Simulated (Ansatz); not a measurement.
Compare A (`CNC=O`) with its isomer B (`C/C=N/O`).

Program: Ansatz. Geometries: PBE0-D4/def2-TZVP. ΔE: electronic, gas phase. CBS: MP2 limit from def2 TZ/QZ plus the TZ coupled-cluster correction, frozen cores. Functionals use def2-TZVPP. B3LYP here is the variant with VWN-RPA as its local correlation; programs differ in this. Each species was taken in one conformer, which may not be the lowest.

Which is lower in electronic energy at CCSD(T)/CBS, and by how much? (An estimate is asked.)

Ansatz gave: A, by 40.7 kcal/mol.

Give E(B) − E(A) in kcal/mol with HF/def2-TZVPP, ωB97M-V, B3LYP, B3LYP-D4, r2SCAN-D4, CCSD/def2-TZVPP, CCSD(T)/def2-TZVPP. (Best estimate.)

The calculation gave: HF/def2-TZVPP 46.8, ωB97M-V 41.7, B3LYP 42.1, B3LYP-D4 42.4, r2SCAN-D4 42.6, CCSD/def2-TZVPP 41.3, CCSD(T)/def2-TZVPP 40.6. None reverses the order clearly.

Does the order hold for the free energy at 298.15 K (harmonic terms from PBE0-D4)? (Best estimate.)

The calculation gave: Yes: G(B) − G(A) = +40.3 kcal/mol, for one conformer each.

Largest T1 diagnostic: 0.015.

In def2-TZVPP, CCSD(T) changes the Hartree–Fock value by −6.2 kcal/mol (the triples alone add −0.6 kcal/mol) and MP2 by −3.1 kcal/mol. From BLYP to BHLYP (50 % exact exchange), in def2-TZVPP and without D4, E(B) − E(A) moves by +4.1 kcal/mol.
